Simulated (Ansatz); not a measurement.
The cluster PS₂ (the lowest doublet isomer of a short search), 3 atoms. Hardware: 2 threads of Arm Neoverse V1 on a shared host.

Correlated methods freeze 15 core orbitals.

**Question.** How many basis functions does each of these Ansatz runs have, and roughly what does it cost? LDA (SPW92)/def2-TZVP, charge 0 doublet, energy, from earlier orbitals; LDA (SPW92)/def2-TZVP, charge 0 quartet, energy, from earlier orbitals; PBE-D4/def2-TZVP, charge 0 quartet, energy, from earlier orbitals; RPA@PBE/def2-TZVP, charge 0 doublet, energy, from earlier orbitals; PBE0-D4/def2-TZVP, charge 0 doublet, energy, from earlier orbitals; PBE with 15 % exact exchange/def2-TZVP, charge 0 doublet, energy, from earlier orbitals; r2SCAN-D4/def2-TZVP, charge 1 triplet at the geometry of the charge 0 doublet, energy, from earlier orbitals; PBE-QIDH/def2-TZVP, charge 0 quartet, energy, from earlier orbitals; PBE-D4/def2-TZVPD, charge -1 triplet at the geometry of the charge 0 doublet, energy, from earlier orbitals; PBE-D4/def2-TZVPD, charge -1 singlet at the geometry of the charge 0 doublet, energy, from earlier orbitals; RPA@PBE/def2-TZVP, charge 0 quartet, energy, from earlier orbitals; PBE0-D4/def2-TZVPD, charge -1 triplet at the geometry of the charge 0 doublet, energy.

**Answer.** Other jobs shared the machine, so times can vary by a factor of up to 3. A dash marks memory too small to be measured apart from the calling script's.

```tsv
run	functions	fitting or Cholesky vectors	wall time	peak host memory (GiB)
LDA (SPW92)/def2-TZVP, charge 0 doublet, energy, from earlier orbitals	111	792	0.85 s	–
LDA (SPW92)/def2-TZVP, charge 0 quartet, energy, from earlier orbitals	111	792	1.1 s	–
PBE-D4/def2-TZVPD, charge -1 singlet at the geometry of the charge 0 doublet, energy, from earlier orbitals	135	861	1.6 s	–
PBE-D4/def2-TZVP, charge 0 quartet, energy, from earlier orbitals	111	792	1.8 s	–
PBE with 15 % exact exchange/def2-TZVP, charge 0 doublet, energy, from earlier orbitals	111	798	2.1 s	–
RPA@PBE/def2-TZVP, charge 0 quartet, energy, from earlier orbitals	111	658	2.4 s	–
PBE-D4/def2-TZVPD, charge -1 triplet at the geometry of the charge 0 doublet, energy, from earlier orbitals	135	861	2.7 s	–
RPA@PBE/def2-TZVP, charge 0 doublet, energy, from earlier orbitals	111	658	2.7 s	–
PBE0-D4/def2-TZVPD, charge -1 triplet at the geometry of the charge 0 doublet, energy	135	922	3.6 s	–
PBE0-D4/def2-TZVP, charge 0 doublet, energy, from earlier orbitals	111	824	4.6 s	–
PBE-QIDH/def2-TZVP, charge 0 quartet, energy, from earlier orbitals	111	658	4.7 s	–
r2SCAN-D4/def2-TZVP, charge 1 triplet at the geometry of the charge 0 doublet, energy, from earlier orbitals	111	792	4.9 s	–
```
